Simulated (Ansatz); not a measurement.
## BGeH3 (H-bridged), triplet in cc-pVTZ: errors against UCCSDT(Q)

Geometry: that of the BGeH3 (H-bridged), singlet, kept fixed.

```xyz
5

Ge   -0.0022    0.0000    0.3187
B    -0.0666    0.0000   -1.6292
H     1.1607    0.0000   -1.0289
H    -0.1421   -1.0387   -2.2309
H    -0.1421    1.0387   -2.2309
```

Basis cc-pVTZ; Ansatz 0.2.0. Correlated methods freeze the noble-gas cores and the filled d shells of p-block atoms, which leaves 10 electrons in 100 orbitals. Prefix R: restricted or restricted open-shell reference; prefix U: unrestricted. Active spaces: valence = (10e, 11o) chosen from the atoms' valence shells. No spin–orbit coupling is included, and no scalar relativity.

Full CI isn't at hand for all of this; UCCSDT(Q) serves as the reference, and is uncertain by about the last step of the cluster series. The frozen core follows each run's orbitals, which can shift R against U totals by a few meV for light atoms and by up to 0.1 eV past Ca.

```
UHF ⟨S²⟩                          : 2.040
T1 diagnostic (RCCSD)             : 0.0211
largest doubles amplitude (RCCSD) : 0.059
T1 diagnostic (UCCSD)             : 0.0231
```

Question: From what is known of these methods and the diagnostics, rank them by the size of their error in total energy against UCCSDT(Q) in cc-pVTZ, smallest first (an estimate: the text doesn't fix the numbers).
A. UCCSD
B. UCCSDT
C. UHF
D. UMP2
E. UCCSD(T)

Answer: B (0.39 mEh), E (1.68 mEh), A (10.70 mEh), D (43.74 mEh), C (236.58 mEh).

All errors are against UCCSDT(Q) in cc-pVTZ. Within each family the higher level lies nearer, as is usual though not guaranteed.

Natural occupations of CASSCF (valence space) about the gap: 1.981 1.976 1.972 1.946 1.001 1.000 0.043 0.023 0.022 0.020; effectively unpaired electrons, Σ n²(2−n)², 2.03.
